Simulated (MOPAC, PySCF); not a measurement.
CH6Si, SMILES `C[SiH3]`, neutral singlet in the gas phase. 

Z-matrix (Å, degrees):
```
Si
H 1 1.4868
H 1 1.4868 2 108.21
H 1 1.4868 2 108.21 3 -117.03
C 1 1.8710 2 110.71 3 121.48
H 5 1.0922 1 110.92 2 180.00
H 5 1.0922 6 107.98 1 121.73
H 5 1.0922 6 107.98 7 116.53
```
Charge 0, spin multiplicity 1.

All levels are single points at this geometry (r2SCAN-D4/def2-TZVP); Pople sets use spherical d functions. Orbital energies aren't observables, and empty levels follow the basis.

```tsv
level	HOMO (eV)	LUMO (eV)	gap (eV)	dipole (D)	vertical IE, Delta-SCF (eV)
r2SCAN-D4/def2-TZVP in PySCF	-8.21	0.50	8.71	0.86	–
B3LYP/6-311+G** in PySCF	-9.03	-0.20	8.83	0.74	–
B3LYP/6-31G* in PySCF	-8.85	1.13	9.98	0.83	11.54
M06-2X/6-31G* in PySCF	-10.28	2.07	12.36	0.75	–
SVWN5/6-31G* in PySCF	-7.81	0.36	8.17	0.91	–
PM6 in MOPAC	-11.06	0.60	11.66	0.60	–
```
